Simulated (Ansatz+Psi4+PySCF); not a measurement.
## triplet CH₂O: levels of theory in one basis

| atom | x (Å) | y (Å) | z (Å) |
| --- | --- | --- | --- |
| C | 0.0000 | 0.0000 | 0.0000 |
| H | -0.9371 | -0.0753 | 0.5428 |
| H | 0.4100 | 0.9906 | -0.1704 |
| O | 0.6166 | -1.0706 | -0.4355 |

Basis set: cc-pVTZ (spherical functions). Left uncorrelated: 2 orbitals. Correlation on ROHF uses semicanonical orbitals with singles. Charge 0, multiplicity 3.

Computed with Ansatz (development build ahead of 0.2.0) and Psi4 1.11; each method stands on the lowest determinant of its kind that the runs found.

```tsv
method	E − E(ROHF) (eV)	<S²> of the determinant
ROHF	0.00	2.00
UHF	-0.27	2.02
ROHF-MP2	-9.48	–
UHF-MP2	-9.44	2.02
```

Caution: another spin multiplicity may lie lower.
